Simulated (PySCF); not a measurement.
**Working out the ionisation energy of Si**

Si [Ne] 3s2 3p2 (3P) → Si⁺ [Ne] 3s2 3p1 (2P). Computed with PySCF 2.14 in jorge-DZP-DKH, with scalar relativity by spin-free X2C-1e. Frozen: [Ne]. Energies in hartree (1 hartree = 27.21139 eV):

```csv
part,Si (lower),Si⁺ (upper)
UHF,-289.449856,-289.169773
CCSD correlation,-0.064650,-0.053476
(T),-0.001059,-0.000675
```

Q: What does Hartree-Fock give?

A: (-289.169773) − (-289.449856) = 0.280083 hartree = 7.621 eV.

Q: What do CCSD and CCSD(T) give?

A: The CCSD correlation energies differ by 0.011174 hartree = 0.304 eV and the triples by 0.000384 hartree = 0.010 eV, so CCSD gives 7.925 eV and CCSD(T) 7.935 eV.

Measured between the centres of the two terms (NIST): 8.157 eV, so CCSD(T) (valence) is off by -0.222 eV.

A double-zeta basis recovers only part of the correlation energy.

What remains against the reference includes basis incompleteness, the frozen core and higher excitations.
